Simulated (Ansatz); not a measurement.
A nudged elastic band was laid between two geometries of C3H6N2S (12 atoms, charge 0, multiplicity 1).

Method: RKS PBE0-D4/def2-SVP in Ansatz 0.2.0.

```yaml
movable_images: 5
climbing_image: yes
spring: 5.0 eV/Å²
optimiser: quadratic models (default)
start_path: IDPP
force_threshold: 0.05 eV/Å
iteration_limit: 60
end_points: relaxed
```

Image 0:

```xyz
12
Properties=species:S:1:pos:R:3
C 0.838 -0.946 1.561
N 1.075 0.042 0.541
C 0.114 0.357 -0.349
N -1.041 -0.192 -0.527
C -1.418 0.642 -1.642
S 0.183 1.612 -1.599
H 1.765 -1.496 1.784
H 0.089 -1.655 1.182
H 0.449 -0.510 2.498
H 1.845 0.688 0.644
H -1.533 0.111 -2.600
H -2.289 1.292 -1.458
```

Image 6:

```xyz
12
Properties=species:S:1:pos:R:3
C 0.565 -0.671 1.804
N 0.793 0.363 0.828
C 0.102 0.381 -0.328
N -0.719 -0.498 -0.798
C -0.969 0.198 -2.036
S 0.163 1.621 -1.592
H 0.234 -1.575 1.275
H -0.218 -0.403 2.537
H 1.495 -0.898 2.346
H 1.257 1.215 1.109
H -0.617 -0.324 -2.940
H -2.009 0.537 -2.171
```

**Question.** Which bonds break or form, and what moves?

**Answer.** No bond is made or broken. The dihedral H9–C1–N2–H10 goes from 71 to -50°. The two ends are copies of one structure, up to a mirror image or an exchange of like atoms.

**Question.** What energy profile does the band end with?

**Answer.** The forces met the threshold. The highest image is number 4 of 0 to 6, 0.4 kcal/mol above the ends, which have the same energy within 2 meV. A vibrational analysis at the climbing image gives one clearly imaginary mode, 169i cm⁻¹: a first-order saddle point.

| image | path coordinate (Å) | energy (kcal/mol) | dihedral H9–C1–N2–H10 (°) |
| --- | --- | --- | --- |
| 0 | 0.00 | 0.0 | 71 |
| 1 | 0.59 | 0.0 | 61 |
| 2 | 1.18 | 0.0 | 52 |
| 3 | 1.78 | 0.1 | 37 |
| 4 | 2.37 | 0.4 | -4 |
| 5 | 2.94 | 0.1 | -34 |
| 6 | 3.50 | 0.0 | -50 |

**Question.** What is the geometry of the highest image?

**Answer.** 
```xyz
12
Properties=species:S:1:pos:R:3:forces:R:3
C 0.530 -0.690 1.795 0.00 0.01 -0.02
N 0.729 0.397 0.871 0.00 -0.01 0.04
C 0.100 0.402 -0.317 0.00 -0.01 0.00
N -0.678 -0.501 -0.816 0.00 0.01 0.00
C -0.924 0.201 -2.052 0.00 -0.01 0.00
S 0.158 1.652 -1.572 0.00 0.01 0.00
H 0.917 -1.637 1.384 0.00 0.00 0.00
H -0.541 -0.839 2.013 0.00 0.00 0.01
H 1.058 -0.471 2.731 0.00 0.00 0.00
H 1.237 1.220 1.156 0.00 0.01 -0.02
H -0.539 -0.302 -2.954 0.00 0.00 0.00
H -1.969 0.513 -2.205 0.00 0.00 0.00
```

**Question.** What are the harmonic wavenumbers there?

**Answer.** 169i, 104, 177, 209, 276, 400, 571, 635, 747, 821, 900, 1086, 1090, 1108, 1148, 1185, 1195, 1295, 1435, 1444, 1456, 1490, 1547, 1748, 3050, 3075, 3127, 3148, 3184, 3715 cm⁻¹.

Run time: 2.3 min on 2 threads of AMD EPYC 7B13 (Zen 3), on a shared host, peak memory 0.31 GiB.
